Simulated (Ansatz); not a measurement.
One geometry of `CC(C)CF`, several functionals.

```yaml
crystal:
  periodic: [false, false, false]
  atoms:
    - {symbol: C, position_ang: [-0.971910, 0.857219, 0.660846]}
    - {symbol: C, position_ang: [-0.158948, -0.337151, 0.181796]}
    - {symbol: C, position_ang: [1.296631, -0.236729, 0.615531]}
    - {symbol: C, position_ang: [-0.274279, -0.514412, -1.316460]}
    - {symbol: F, position_ang: [0.244109, 0.585881, -1.984228]}
    - {symbol: H, position_ang: [-0.592648, 1.782100, 0.220298]}
    - {symbol: H, position_ang: [-0.915929, 0.955081, 1.747268]}
    - {symbol: H, position_ang: [-2.025251, 0.760786, 0.384911]}
    - {symbol: H, position_ang: [-0.590505, -1.249921, 0.614722]}
    - {symbol: H, position_ang: [1.770145, 0.642178, 0.172098]}
    - {symbol: H, position_ang: [1.867341, -1.116954, 0.308194]}
    - {symbol: H, position_ang: [1.373515, -0.147715, 1.701432]}
    - {symbol: H, position_ang: [0.285334, -1.392694, -1.654569]}
    - {symbol: H, position_ang: [-1.320502, -0.616768, -1.622739]}
basis:
  gaussian: {orbitals: def2-TZVPP}
hamiltonian: {xc: pbe0, dispersion: d4}
output: {orbitals: {seedname: orbitals}}
```

```sh
$ ansatz run in.yaml --threads 4 --pin off --events-out ev --progress --plain
```

Shortened log:

```
Functional definition: PBE0
1407 factors; their error is unknown
mean field evaluation 1: about -6997.4969 eV, gradient 6.4e1 eV
mean field evaluation 2: about -6993.6246 eV, gradient 7.4e1 eV
mean field evaluation 4: about -7006.9095 eV, gradient 2.7e0 eV
mean field evaluation 8: about -7006.9267 eV, gradient 6.3e-2 eV
mean field evaluation 16: about -7006.9138 eV, gradient 2.3e-5 eV
mean field -7006.91382042 eV, -257.4993334435 hartree, gradient 2.3e-5 eV, S^2 0.000000; 0 other end points of the search recorded, 0 dependent functions left out
reference -7006.91385255 eV, -257.4993346243 hartree; 21, 21 occupied and 260, 260 virtual orbitals, 1407 factors
Total energy: -7007.11432618 eV, -257.5067018946 hartree
```

Hardware: 4 threads of a server CPU on a shared host. Wall time 2.3 s, peak host memory 0.67 GiB.

With the line `hamiltonian: {xc: {name: B97M-V}}` (abridged; 6.5 s):

```
Functional definition: B97M-V
mean field evaluation 16: about -7014.0155 eV, gradient 4.1e-4 eV
mean field -7014.01548692 eV, -257.7603148739 hartree, gradient 6.6e-5 eV, S^2 0.000000
Total energy: -7014.01554646 eV, -257.7603170619 hartree
```

Changing it to `hamiltonian: {xc: {name: r2SCANh}, dispersion: d4}` (abridged; 3.7 s):

```
Functional definition: r2SCANh
mean field evaluation 16: about -7010.7068 eV, gradient 2.4e-4 eV
mean field -7010.70679871 eV, -257.6387228249 hartree, gradient 6.3e-6 eV, S^2 0.000000
Total energy: -7010.77085765 eV, -257.6410769473 hartree
```

With the line `hamiltonian: {xc: {name: BLYP}, dispersion: d4}` (abridged; 1.8 s):

```
Functional definition: BLYP
mean field evaluation 16: about -7011.9533 eV, gradient 3.8e-4 eV
mean field -7011.95326988 eV, -257.6845297955 hartree, gradient 5.7e-5 eV, S^2 0.000000
Total energy: -7012.49523069 eV, -257.7044464878 hartree
```

The same input with `hamiltonian: {xc: r2scan, dispersion: d4}` and forces (abridged; 3.6 s):

```
Functional definition: r2SCAN
mean field evaluation 16: about -7010.9801 eV, gradient 5.7e-4 eV
mean field -7010.98009188 eV, -257.6487661635 hartree, gradient 4.7e-5 eV, S^2 0.000000
Total energy: -7011.04205161 eV, -257.6510431416 hartree
Atom 0 force    -0.081429     0.118190     0.043919 eV/Å
Atom 1 force    -0.041916    -0.088178     0.035498 eV/Å
Atom 2 force     0.144507     0.009096     0.039442 eV/Å
Atom 3 force    -0.152965    -0.319152     0.062648 eV/Å
Atom 4 force     0.140181     0.296599    -0.140964 eV/Å
Atom 5 force     0.002711    -0.014402     0.001995 eV/Å
Atom 6 force     0.000403     0.002203    -0.017138 eV/Å
Atom 7 force     0.015512     0.002817     0.000318 eV/Å
Atom 8 force    -0.005988    -0.012236    -0.001517 eV/Å
Atom 9 force    -0.012955    -0.006944     0.002658 eV/Å
Atom 10 force    -0.007433     0.013865     0.000592 eV/Å
Atom 11 force     0.000887     0.001572    -0.017016 eV/Å
Atom 12 force     0.009365    -0.006382    -0.005435 eV/Å
Atom 13 force    -0.010879     0.002952    -0.005000 eV/Å
Dipole moment:    -0.119035    -0.255484     0.221806 e Å
```

Changing it to `hamiltonian: {xc: lda}` (abridged; 1.2 s):

```
Functional definition: SPW92
mean field evaluation 16: about -6956.5198 eV, gradient 3.9e-4 eV
mean field -6956.51982930 eV, -255.6473884281 hartree, gradient 3.4e-5 eV, S^2 0.000000
Total energy: -6956.51986956 eV, -255.6473899078 hartree
```
